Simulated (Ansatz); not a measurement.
# SiH₂O (triplet): from Hartree-Fock to the top rungs, def2-QZVPP

The task here is to estimate one member of a computed series from the others.

Program: Ansatz 0.2.0, Gaussian basis. Level of theory: def2-QZVPP, core rule «outside noble gas», up to 6 orbitals frozen. These are calculated values, not measurements.

To be run: UHF; ROHF; CCSD(T) on UHF.

2 further runs of the same task are left out: 2 set aside as unsound or not needed.

## The system

The geometry is a PBE0/def2-TZVP stationary point (not a proven minimum) of the parent state, kept for this charge and spin.

4 atoms, charge 0, spin multiplicity 3.

Atoms are counted from 1 here; the program's logs count them from 0.

Bond lengths: Si1–O2 1.516 Å, Si1–H3 1.486 Å, Si1–H4 1.486 Å. Angles: O2–Si1–H3 124.0°, O2–Si1–H4 124.0°, H3–Si1–H4 111.9°.

The first run:

in.yaml

```yaml
crystal:
  periodic: [false, false, false]
  atoms:
    - {symbol: Si, position_ang: [0.000000, 0.000000, 0.489694]}
    - {symbol: O, position_ang: [0.000000, 0.000000, -1.026105]}
    - {symbol: H, position_ang: [0.000000, 1.230909, 1.321383]}
    - {symbol: H, position_ang: [0.000000, -1.230909, 1.321383]}
basis:
  gaussian: {orbitals: "def2-QZVPP.json"}
magnetization: {spin_polarized: true, initial_magnetization: 2}
hamiltonian: {xc: hf}
output: {orbitals: {seedname: orbitals}}
```

Launch:

```sh
$ ansatz run in.yaml --threads 1 --pin off --events-out ev --progress --plain --max-ram 2560MiB --backend cpu
```

Among the steps run: UHF; ROHF; CCSD(T) on UHF.

One of the session's tables, all rows but one given; the rest of the session is left out.

```
  method  from UCCSD(T) (kcal/mol)
    ROHF                   +231.37
     UHF                   +225.88
    UMP2                    +27.18
   UCCSD                         ?
UCCSD(T)                         0
```

Q: Estimate the row for UCCSD from the others.

As computed: from UCCSD(T) (kcal/mol): +7.79. In the column «from UCCSD(T) (kcal/mol)» it lies between UCCSD(T) (0) and UMP2 (+27.18).
